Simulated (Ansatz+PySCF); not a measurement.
The numbers below are computed, except where a source is named.
Input for Ansatz (development build ahead of 0.2.0):

```yaml
crystal:
  periodic: [false, false, false]
  atoms:
    - { symbol: "N", position_ang: [0.0, 0.0, -1.22053] }
    - { symbol: "N", position_ang: [0.0, 0.0, 1.22053] }
basis:
  gaussian: { orbitals: STO-3G }
total_charge: 1
magnetization:
  initial_magnetization: 1
hamiltonian:
  xc: hf
correlation:
  method: fci
  frozen_orbitals: { "N": 1 }
```

The input is written out in the form of the current development build from the run's settings.

Output:

| Item | Value |
| --- | --- |
| Converged | yes |
| Total energy | -107.01495 hartree |
| State | lowest doublet root, of any spatial symmetry |
| Spin squared of the determinant | 0.750 |
